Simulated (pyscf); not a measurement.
Optimised with ωB97X-D3(BJ)/def2-SVP in PySCF.

**Question.** Estimate by transition-state theory the rate constant of H₃C–Zn–NH• + hydrogen (H₂) → methane (CH₄) + •HN–ZnH (doublet surface; C–Zn, H–H broken, C–H, H–Zn formed) at 900 K, with ωB97M-D3(BJ)/def2-TZVP energies (ideal gas, 1 atm, RRHO with modes under 100 cm⁻¹ raised to 100, one conformer, R ln 2 for chiral ones without a mode under 150 cm⁻¹; no tunnelling).

**Answer.** The electronic barrier is 43.7 kcal/mol and the thermal terms add +26.4, so ΔG‡ = 70.0 kcal/mol. With k_BT/h = 1.88e+13 s⁻¹ and RT = 1.788 kcal/mol, and a volume of 1.23e-19 cm³ per molecule at 1 atm, k = 2.3e-23 cm³ molecule⁻¹ s⁻¹. Wigner's tunnelling factor for 1637i cm⁻¹ would be 1.29. A shift of 1 kcal/mol in the barrier changes k by a factor 1.7. At the saddle there is also a short H–Zn contact that neither side keeps. H₃C–Zn–NH• lies 13.2 kcal/mol over its isomer [H₃C–NH–Zn]• (electronic energy, ωB97M-D3(BJ)/def2-TZVP). •HN–ZnH lies 31.0 kcal/mol over its isomer [H₂N–Zn]• (electronic energy, ωB97M-D3(BJ)/def2-TZVP). One saddle was located; it need not be the lowest between these sides. Elements up to Kr have no core potential and no relativistic terms here.
